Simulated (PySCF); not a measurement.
## Ionising PH

UHF-SCS-MP2; basis P def2-TZVPPD, H def2-TZVPPD; no relativity; PySCF 2.14. Neutral (UHF): triplet (π ↑↑), Re = 1.418 Å, ωe = 2423 cm⁻¹, De = 3.03 eV.

PH⁺ (UHF): doublet (π ↑), Re = 1.419 Å, ωe = 2455 cm⁻¹, De = 3.38 eV to P⁺ + H. The energies at the minima are -341.40153 hartree for PH and -341.03576 for PH⁺.

Work out the adiabatic ionisation energy, without and with harmonic zero-point energies (1 hartree = 27.2114 eV, 1 eV = 8065.5 cm⁻¹), and the change of the bond length.

At UHF-SCS-MP2: 0.36577 hartree = 9.953 eV between the minima; the zero-point term (2455.0 − 2423.0)/2 cm⁻¹ = +0.002 eV makes it 9.955 eV. Re changes by +0.1 pm against the neutral. The electron leaves a π orbital, which is non-bonding in a hydride.

Correlated steps freeze 5 core orbitals. For an ion De counts to the pair picked by the measured ionisation energies or electron affinities, which need not be the lowest pair at this level. States were picked by a PBE0 search and need not be the measured ground states.
